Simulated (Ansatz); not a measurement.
Diamond-structure Si was calculated with B3LYP (VWN-RPA form) in Ansatz (PAW).

Numerical settings: plane-wave cutoff 460 eV, 8×8×8 k mesh, Fermi–Dirac smearing 0.01 eV, scalar-relativistic PAW data made under PBE.

The cell is scaled about its equilibrium volume:

```csv
V (Å³/atom),P (GPa),direct gap at Γ (eV),smallest gap on the k mesh (eV)
19.582,5.25,3.843,1.773
20.155,2.23,3.825,1.812
20.613,0.10,3.810,1.841
21.128,-2.00,3.791,1.870
21.643,-3.84,3.609,1.896
```

The fundamental gap (1.81 eV at the equilibrium volume, with added k points) lies elsewhere than Γ–Γ.

Ansatz is an electronic-structure program.
